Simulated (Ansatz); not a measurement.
# H3OPSi−: structure from calculated spectroscopic constants

These gas-phase data were calculated for one isomer of H3OPSi− at B3LYP-D3(BJ)/def2-SVPD (harmonic, unscaled wavenumbers; equilibrium rotational constants with average atomic masses):

| Quantity | Value |
| --- | --- |
| rotational constants | 21.83, 3.39, 3.05 GHz |
| all wavenumbers above 1500 cm⁻¹ | 2345, 2328, 1882 |

Candidates:

(1) the doublet with the links of `[O-][P][SiH3]`
(2) the doublet with the links of `[O-][SiH2][PH]`
(3) the doublet with the links of `[O-][SiH]P`

Task: Assign the data to one candidate and say why.

Result: Candidate (3). The band at 2345 cm⁻¹ lies where the P–H stretch is expected; (1) has no mode between 2250 and 2520 cm⁻¹. 2 modes lie between 2250 and 2520 cm⁻¹, one for each P–H bond, while (2) has 1.

The same quantities for all candidates:

```
     rotational constants (GHz)  wavenumbers above 1500 cm⁻¹  E above the lowest, B3LYP-D3(BJ)/def2-SVPD (kcal/mol)
(1)          19.69, 3.78, 3.287             2081, 2075, 2058                                                    7.9
(2)         19.54, 3.603, 3.214             2327, 2025, 1986                                                    0.0
(3)           21.83, 3.39, 3.05             2345, 2328, 1882                                                    2.7
```

Harmonic stretches to hydrogen usually lie a few per cent above observed fundamentals. Each candidate is one conformer. Open shells are spin-unrestricted. Programs: Ansatz 0.2.0.
